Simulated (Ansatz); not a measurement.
# AlNH3+ (singlet): wave-function methods side by side, cc-pVDZ

One table from this session's results is given with a row withheld; the runs are named, their logs left out.

The runs use Ansatz 0.2.0, Gaussian basis; cc-pVDZ, core rule «outside noble gas», up to 6 orbitals frozen.

The runs, in order: UHF; CCSD(T) on RHF; CCSD(T) on UHF; BCCD(T) on RHF; CISD; CCSDT(Q) on RHF; CCSDT(Q) on UHF; CASSCF and MRCISD+Q, 10 electrons in 11 orbitals; CASSCF and NEVPT2, 10 electrons in 11 orbitals.

25 further runs of the same task are left out: 4 for a known fault of the program, 8 that didn't finish, 13 set aside as unsound or not needed.

### The system

The geometry is a PBE0/def2-TZVP stationary point (not a proven minimum) of the parent state, kept for this charge and spin.

5 atoms, charge 1, spin multiplicity 1.

Atoms are counted from 1 here; the program's logs count them from 0.

Bond lengths: Al1–N2 1.744 Å, Al1–H3 1.581 Å, Al1–H4 1.581 Å, N2–H5 1.005 Å. Angles: N2–Al1–H3 117.1°, N2–Al1–H4 117.1°, H3–Al1–H4 125.8°, Al1–N2–H5 180.0°.

The first run:

Contents of in.yaml:

```yaml
crystal:
  periodic: [false, false, false]
  atoms:
    - {symbol: Al, position_ang: [0.000000, 0.000000, 0.585096]}
    - {symbol: N, position_ang: [0.000000, 0.000000, -1.159176]}
    - {symbol: H, position_ang: [0.000000, 1.407264, 1.304973]}
    - {symbol: H, position_ang: [0.000000, -1.407264, 1.304973]}
    - {symbol: H, position_ang: [0.000000, 0.000000, -2.164038]}
basis:
  gaussian: {orbitals: cc-pVDZ}
total_charge: 1
magnetization: {spin_polarized: true, initial_magnetization: 0}
hamiltonian: {xc: hf}
output: {orbitals: {seedname: orbitals}}
```

Launch:

```
$ ansatz run in.yaml --threads 1 --pin off --events-out ev --progress --plain --max-ram 2393MiB
```

Steps of the session up to this table: UHF; CCSD(T) on RHF; CCSD(T) on UHF; BCCD(T) on RHF; CISD; CCSDT(Q) on RHF; CCSDT(Q) on UHF; CASSCF and MRCISD+Q, 10 electrons in 11 orbitals; CASSCF and NEVPT2, 10 electrons in 11 orbitals.

One of the session's tables, all rows but one given; the rest of the session is left out.

```
          method  from RCCSDT(Q) (meV)
             RHF               +7014.3
             UHF               +5512.1
            RMP2               +1989.9
            UMP2               +1152.6
            CISD               +1224.9
           RCCSD                +550.9
           UCCSD                -185.0
        RCCSD(T)                     ?
        UCCSD(T)                -451.9
         BCCD(T)                +210.8
          RCCSDT                 +92.1
          UCCSDT                -776.8
       RCCSDT(Q)                     0
       UCCSDT(Q)                -829.2
  CASSCF valence               +3164.6
  NEVPT2 valence                +873.8
  MRCISD valence                +260.7
MRCISD+Q valence                +132.7
```

**Question.** Estimate the row for RCCSD(T).

The run gave: from RCCSDT(Q) (meV): +135.4. In the column «from RCCSDT(Q) (meV)» it lies between MRCISD+Q valence (+132.7) and BCCD(T) (+210.8).

The program flags UCCSD(T), UCCSDT(Q) as in doubt (see the logs), so those rows may rest on another solution; read them beside their warnings.

To keep in mind: The determinant is far from a pure spin state, so its energy mixes those of several spin states (harmless only where they are near-degenerate, as at dissociation). The program flags UCCSD(T), UCCSDT(Q) as in doubt, so those rows may rest on another solution; read them beside their warnings. Warnings: restricted reference is unstable; spin contamination; large T1 diagnostic. Restricted and unrestricted rows rest on different reference determinants; where their highest levels disagree by more than a few hundredths of an eV, they describe different states and don't form one ladder.
